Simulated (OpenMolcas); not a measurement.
**Setting up singlet [C2F3]− in OpenMolcas**

[C2F3]− has 5 atoms, charge -1, and is taken as a singlet. As SMILES of the parent species, `F[C]=C(F)F`. The shape is that of a PBE0-D4/def2-TZVP optimisation. That shape belongs to the parent species and isn't relaxed for this state.

| atom | x (Å) | y (Å) | z (Å) |
| --- | --- | --- | --- |
| F | 0.5777 | -1.0335 | 1.5111 |
| C | 0.5069 | 0.0388 | 0.7857 |
| C | -0.1265 | 0.2479 | -0.3432 |
| F | -0.8486 | -0.6505 | -0.9807 |
| F | -0.1095 | 1.3972 | -0.9729 |

Settings wanted:

| Setting | Value |
| --- | --- |
| method | DFT |
| reference | RKS |
| relativity | none |
| integral approximation | none |
| basis set | aug-cc-pVDZ |
| task | energy |
| functional | revPBE |
| dispersion | none |
| nucleus | point |
| integration grid | UltraFine |
| SCF convergence threshold | 1e-10 |

Give an OpenMolcas 26.06 job that does this.

This one ran through:

job.input:
```
* C2F3 Kohn-Sham DFT

&GATEWAY
  BASLIB
  $CurrDir
  COORD
  5
  angstrom
  F        0.577720      -1.033470       1.511080
  C        0.506940       0.038840       0.785720
  C       -0.126500       0.247860      -0.343200
  F       -0.848620      -0.650470      -0.980670
  F       -0.109540       1.397240      -0.972920
  BASIS
  aug-cc-pVDZ
  GROUP
  NoSym

&SEWARD
  GRIDINPUT
  Grid=UltraFine
  End of Grid

&SCF
  CHARGE
  -1
  KSDFT
  revPBE
  THRESHOLDS
  1e-10 1e-07 1e-07 1e-05
  PRORBITALS
  1
```

```bash
$ export MOLCAS_MEM=1860
$ pymolcas job.input > job.log
```

(Basis files named in the input come from the Basis Set Exchange and aren't shown.)

Calculated total energy: -375.57866 Eh. The HOMO lies above zero, from self-interaction, a short basis or an unbound electron.
